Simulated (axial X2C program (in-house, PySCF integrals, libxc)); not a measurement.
## Ionising LiMg

Calculated with an in-house relativistic program for diatomic molecules, spin-free (one-electron X2C) or two-component (2c: spin–orbit coupling with atomic mean-field Coulomb and Gaunt terms, which also bring small scalar terms), in Dyall basis sets with cores contracted in-house; open shells are unrestricted.

Basis sets: Li dyall-cv3z, Mg dyall-cv3z. Frozen shells (counts by l): LiMg Mg 2s1p, Li 1s, 3 electrons correlated; LiMg⁺ Mg 2s1p, Li 1s, 2 electrons correlated. Where the outer core of a metal is frozen, bonds come out longer and ionisation energies lower.

| Hamiltonian | level | LiMg state | Re (Å) | ωe (cm⁻¹) | De (eV) |
| --- | --- | --- | --- | --- | --- |
| spin-free | HF | M_S = 1/2, Λ = 0 | 3.418 | 100.0 | 0.01 |
| spin-free | PBE0 | M_S = 1/2, Λ = 0 | 3.082 | 200.1 | 0.27 |
| spin-free | MP2 | M_S = 1/2, Λ = 0 | 3.245 | 123.4 | 0.04 |
| 2c | HF | Ω = 1/2 | 3.419 | 99.9 | 0.01 |
| 2c | PBE0 | Ω = 1/2 | 3.082 | 200.1 | 0.27 |
| 2c | MP2 | Ω = 1/2 | 3.245 | 123.2 | 0.04 |

Adiabatic ionisation energy (minimum to minimum, no zero-point term) and constants of LiMg⁺:

| Hamiltonian | level | LiMg⁺ state | IE (eV) | Re (Å) | ωe (cm⁻¹) | De (eV) | fragments |
| --- | --- | --- | --- | --- | --- | --- | --- |
| spin-free | HF | M_S = 0, Λ = 0 | 4.56 | 2.960 | 256.9 | 0.79 | Mg + Li+ |
| spin-free | PBE0 | M_S = 0, Λ = 0 | 4.95 | 2.893 | 268.4 | 0.89 | Mg + Li+ |
| spin-free | MP2 | M_S = 0, Λ = 0 | 4.59 | 2.943 | 258.8 | 0.80 | Mg + Li+ |
| 2c | HF | Ω = 0 | 4.56 | 2.960 | 256.8 | 0.79 | Mg + Li+ |
| 2c | PBE0 | Ω = 0 | 4.95 | 2.893 | 268.4 | 0.89 | Mg + Li+ |
| 2c | MP2 | Ω = 0 | 4.59 | 2.943 | 258.8 | 0.80 | Mg + Li+ |

Question: Add the zero-point terms to the ionisation energy at MP2, 2c, and say whether the electron removed was bonding.

Answer: IE0 = IE + (ωe⁺ − ωe)/2 = 4.59 + (0.008) = 4.60 eV. Re changes by -0.302 Å, so the bond shortens, as on loss of an antibonding or a polarising non-bonding electron.

Question: Close the cycle De(LiMg⁺) + IE(LiMg) = De(LiMg) + IE(Li) to find the atomic ionisation energy at MP2, 2c.

Answer: IE(Li) = 0.80 + 4.59 − 0.04 = 5.35 eV, for the determinants used.

Each entry is the lowest single determinant of a limited PBE0 search at one distance. De goes to single-determinant-based atoms at the same level (for ions the charge split of lowest energy) and is withheld (n/a) where an atom does not fit its ground term or J level. Main or longest-lived isotopes. One determinant is a doubtful description, or other states lie close, for LiMg; these need not be ground states, and all values refer to the states named.
